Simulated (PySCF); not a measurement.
These 2 structures share the formula C3H3FO2. Method: PBE0-D3(BJ)/def2-SVP geometry optimisation, gas phase in PySCF 2.14.0. Energies are electronic, without zero-point or thermal terms, for one conformer each. No frequencies were run at this level. Point groups hold within 0.08 Å.

Question: Rank from lowest to highest electronic energy at this level (kJ/mol).
A. `[O:1]=[CH:2][O:3]/[CH:4]=[CH:5]\[F:6]` with O1–C2–O3–C4 0°, C2–O3–C4–C5 -179°
B. `[O:1]=[CH:2][O:3]/[CH:4]=[CH:5]/[F:6]` with O1–C2–O3–C4 0°, C2–O3–C4–C5 0°

Answer: A (0.0), B (6.2).

Neighbours under 10 kJ/mol apart (O=CO/C=C\F and O=CO/C=C/F) can change places with a better method, another conformer or zero-point energy. O=CO/C=C\F and O=CO/C=C/F are stereoisomers, 6.2 kJ/mol apart in the conformers taken.

```
    SMILES      E (Eh)  E rel (kJ/mol)  dipole (D)  point group      A, B, C (MHz)
O=CO/C=C\F  -365.71548             0.0        0.71           Cs  15405, 1823, 1630
O=CO/C=C/F  -365.71311             6.2        1.71           Cs   9373, 2193, 1777
```

As an exercise, what shares would exp(−E/RT) give at 1000 K from these electronic energies alone (no entropy, no degeneracies)?

RT = 8.314 kJ/mol: O=CO/C=C\F 67.8 %, O=CO/C=C/F 32.2 %.
